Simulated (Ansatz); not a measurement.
This geometry of C3H7NS (12 atoms, charge 0, multiplicity 1) is a first-order saddle point.

Theory: Ansatz, RKS PBE-D4/6-31G*.

```xyz
12
Properties=species:S:1:pos:R:3
N -0.474 1.374 1.926
C -0.562 0.688 0.739
C 0.466 0.195 0.003
C 0.248 -0.569 -1.255
S 0.561 -2.394 -0.949
H 0.424 1.553 2.364
H -1.299 1.731 2.390
H -1.592 0.549 0.388
H 1.499 0.304 0.357
H 0.939 -0.255 -2.056
H -0.786 -0.447 -1.619
H 0.652 -2.783 -2.253
```

**Question.** Which two structures does it join? (They come from a converged band through this point; their orientation in space is the band's.)

**Answer.** No bond is made or broken. The height of N1 over the plane of its neighbours goes from 0.28 to -0.29 Å.

First end point:

```xyz
12
Properties=species:S:1:pos:R:3
N -0.503 1.228 2.034
C -0.588 0.642 0.775
C 0.441 0.177 0.029
C 0.237 -0.569 -1.246
S 0.588 -2.388 -0.973
H 0.432 1.539 2.301
H -1.206 1.938 2.234
H -1.620 0.508 0.423
H 1.473 0.287 0.386
H 0.922 -0.220 -2.037
H -0.800 -0.458 -1.606
H 0.700 -2.739 -2.286
```

Last end point:

```xyz
12
Properties=species:S:1:pos:R:3
N -0.470 1.557 1.834
C -0.575 0.743 0.709
C 0.447 0.197 0.010
C 0.238 -0.575 -1.248
S 0.566 -2.388 -0.920
H 0.428 1.504 2.318
H -1.249 1.488 2.489
H -1.605 0.626 0.348
H 1.478 0.291 0.376
H 0.931 -0.257 -2.046
H -0.795 -0.459 -1.616
H 0.685 -2.781 -2.221
```

**Question.** How far does it lie above each of them?

**Answer.** 4.1 kJ/mol above the first and 4.8 kJ/mol above the second. This is the barrier of this one path; another mechanism may lie lower.

Time of the run: 7.3 min on 1 thread of Intel(R) Xeon(R) Processor @ 2.50GHz (Skylake/Cascade Lake), with other jobs on the host, peak memory 0.2 GiB.
